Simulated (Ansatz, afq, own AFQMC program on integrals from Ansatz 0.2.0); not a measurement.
**C2H8OSi, singlet, reference energies and how methods fare**

```xyz
12

C    -1.4715   -0.3196   -0.1298
C    -0.1944   -0.5987    0.6594
Si    1.3614    0.1397   -0.0929
O     1.2692    1.8039   -0.2264
H    -1.4187   -0.7345   -1.1498
H    -1.6546    0.7631   -0.2248
H    -2.3598   -0.7558    0.3534
H    -0.2846   -0.2118    1.6897
H    -0.0284   -1.6867    0.7608
H     1.5882   -0.4736   -1.4450
H     2.5345   -0.1327    0.7850
H     0.7355    2.1515   -0.9456
```

Geometry: a PBE0/def2-SVP stationary point, not shown to be a minimum. Basis def2-TZVP. Noble-gas cores (and the filled d shells of Ga–Kr and In–Xe) are frozen. Ansatz 0.2.0 and our own AFQMC program on the same integrals; the CISD trial comes from CCSD amplitudes, and released means the phaseless constraint is let go. Uncertainties: one standard error, sampling alone.

Best estimates are CCSD(T) at the basis-set limit (def2-TZVPP/QZVPP) plus the step from CCSD(T) to the highest rung at hand in def2-TZVP, named in the table (released AFQMC can keep some 10 meV of bias). Fragments are relaxed and keep their bonds. No zero-point, core-correlation or spin–orbit terms. Other levels are in def2-TZVP; a dash marks a level that is missing or breaks spin symmetry for a member.

Cautions: C₂H₈OSi (singlet): the released value is read at 0.90 1/Eh with a noise of 19 meV, more than in the cases checked (meV from the phaseless value at times in 1/Eh: -9 ± 10 at 0.21, 2 ± 21 at 0.42, -3 ± 15 at 0.63, -20 ± 19 at 0.90); C₂H₇Si (doublet): the released value is read at 1.50 1/Eh with a noise of 12 meV, more than in the cases checked (meV from the phaseless value at times in 1/Eh: -12 ± 8 at 0.24, 4 ± 7 at 0.51, -2 ± 9 at 0.99, -2 ± 12 at 1.50).

```json
{"process": "Si3–O4 → C2H7Si (doublet) + HO (doublet)", "best estimate (eV)": "5.69 ± 0.02", "highest rung": "released AFQMC"}
{"process": "to free atoms", "best estimate (eV)": "46.00 ± 0.02", "highest rung": "released AFQMC"}
```

Errors against the best estimates in eV, the processes numbered in the order above:

```tsv
level	error, 1	error, 2
MP2	0.12	-1.44
CCSD(T)	-0.20	-1.75
ph-AFQMC/CISD	-0.19 ± 0.01	-1.72 ± 0.01
CCSD(T)/CBS	-0.02	-0.02
PBE	-0.27	-0.07
r2SCAN	-0.33	-0.25
PBE0	-0.35	-0.54
B3LYP	-0.34	-0.57
wB97M-V	-0.04	-0.12
B2PLYP	-0.19	-0.85
```

Cost at the first geometry (cards were shared with other jobs): PBE0/def2-TZVP, 8.5 s on 1 thread of AMD EPYC 7R13 Processor (Zen 3) (shared host); RCCSD(T)/def2-TZVP, 8.5 s on 1 × NVIDIA H100 80GB HBM3 with 1 thread of AMD EPYC 7R13 Processor (Zen 3), with other jobs on the host; ph-AFQMC/CISD with release, 5.5 min on 1 × NVIDIA H100 80GB HBM3 with 2 threads of AMD EPYC 7R13 Processor (Zen 3), on a shared host.

Best estimates are given only where the step beyond CCSD(T) is under 0.3 eV and no member's determinant is very poor (T1 over 0.05, or 0.07 for open shells, ⟨S²⟩ too high by 0.3, two states mixed), so the hardest cases are missing from such tables.

The functionals ran in a triple-zeta set and keep a basis error of their own, a few kJ/mol for each bond in atomization energies and more for double hybrids, so close places among them and the extrapolated levels can swap.

Each member of a difference takes its own highest rung, so a best estimate needn't equal the limit plus the step of one row. Released energies are given only where the last usable release times agree within the noise; a slower fall can still hide under it.
